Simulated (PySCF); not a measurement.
A spin–spin coupling run with PySCF 2.14 (density fitting, non-relativistic, gas phase) on SMILES [NH3+][BH2-]O, BH6NO:

```
$ OMP_NUM_THREADS=1 python probes_run.py task.json out

{"job": {"kind": "j", "xc": "PBE0", "basis": "pcJ-1"}, "charge": 0, "multiplicity": 1}
N     -0.969508     0.031546     0.283615
B      0.619690    -0.375368    -0.111248
O      1.060261     0.626405    -1.025290
H     -1.030197     0.923766     0.776108
H     -1.504869     0.117692    -0.581524
H     -1.402447    -0.689708     0.861104
H      1.178745    -0.413227     0.988911
H      0.454796    -1.479677    -0.629122
H      1.652421     1.245369    -0.595656
```

Hardware: 1 thread of an Arm Neoverse V2, shared host. The job also computes field gradients.

**Question.** How large is the calculation?

**Answer.** 26 electrons, 141 basis functions and 512 auxiliary functions.

**Question.** How long does it take, and how much memory does it need?

**Answer.** 10 s of wall time, with 14 SCF cycles; peak memory 0.55 GiB. Times on a shared host scatter by some tens of per cent.

**Question.** And these other runs on the same molecule and hardware: GIAO shielding at PBE0/6-311+G(2d,p); GIAO shielding at PBE0/6-31G*; GIAO shielding at PBE0/IGLO-III; GIAO shielding at PBE0/aug-cc-pVDZ; GIAO shielding at PBE0/cc-pVDZ; GIAO shielding at PBE0/cc-pVTZ?

**Answer.** PBE0/6-311+G(2d,p): 117 functions, 5.3 s; PBE0/6-31G*: 54 functions, 2.5 s; PBE0/IGLO-III: 165 functions, 8 s; PBE0/aug-cc-pVDZ: 123 functions, 5.8 s; PBE0/cc-pVDZ: 72 functions, 3.1 s; PBE0/cc-pVTZ: 174 functions, 8.9 s.
